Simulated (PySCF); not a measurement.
C4H5 (doublet state).
SMILES with atom numbers: `[CH2:1]=[C:2]1[CH:3][CH2:4]1` (hydrogens: H5, H6 on C1; H7 on C3; H8, H9 on C4)

Computed with UKS B3LYP, pcH-1 on C H, non-relativistic, mean-field spin-orbit, GIAO in PySCF 2.14.0. Isolated species at its GFN2-xTB geometry, gas phase. The geometry wasn't refined by DFT: couplings that depend on bond lengths, twists or pyramidal angles can differ widely from those at the functional's own minimum. Stability of the SCF solution: not tested. ⟨S²⟩ is 0.775 where a pure state has 0.75.

(1) Break the g tensor into its mass correction, gauge correction and orbital-Zeeman/spin–orbit terms.

(2) At 9.6 GHz, how far is the centre of the isotropic spectrum from where a free electron (g = 2.002319) resonates?

(3) What effective moment and Curie constant follow for a powder?

(4) In a frozen sample, at which fields do the three g values resonate at 9.5, 34, 94 and 263 GHz (hyperfine left aside), and which band first spreads them over more than twice a line width of 0.3 mT?

Answers

(1) 
| Δg (ppm) | 1 | 2 | 3 |
| --- | --- | --- | --- |
| relativistic mass correction | -136 | -136 | -136 |
| gauge correction | 0 | 29 | 26 |
| orbital Zeeman/spin–orbit | 5 | 579 | 764 |
| total | -131 | 471 | 653 |

So g = 2.00219, 2.00279, 2.00297 and g_iso = 2.00265; the tensor is rhombic: the two nearest values differ by 23 % of g3 − g1. Axes: g2 points within 13° of the C3–C4 bond and g3 points within 15° of the C2–C3 bond.

(2) B = hν/(g μB) with μB/h = 13.99624 MHz/mT gives 342.55 mT for the free electron and 342.50 mT at g_iso, 0.06 mT lower.

(3) With the mean of g² = 4.0106 and S(S+1) = 0.75: μ_eff = √(⟨g²⟩S(S+1)) = 1.734 μB and χT = 0.12505·⟨g²⟩·S(S+1) = 0.376 cm³ K/mol (cgs; spin-Hamiltonian part alone).

(4) 
```
band    GHz  B(g3) mT  B(g2) mT  B(g1) mT  spread mT
   X    9.5    338.87    338.90    339.01       0.13
   Q   34.0   1212.81   1212.92   1213.28       0.48
   W   94.0   3353.06   3353.37   3354.37       1.31
   J  263.0   9381.43   9382.29   9385.11       3.68
```

The spread grows in proportion to the frequency. W band is the first where it exceeds 0.6 mT.

The Mulliken spin populations are largest on C3 (+0.72), C1 (+0.59) and C2 (-0.24). The positive populations add up to 1.37 and the negative ones to -0.37, together 2S = 1. The angles at C3 add up to 360.0°, so it is planar; its axial dipolar tensor and the negative coupling of its proton fit spin in a p orbital normal to that plane.

The HOMO–LUMO gaps are 6.74 eV among the α and 4.98 eV among the β orbitals.
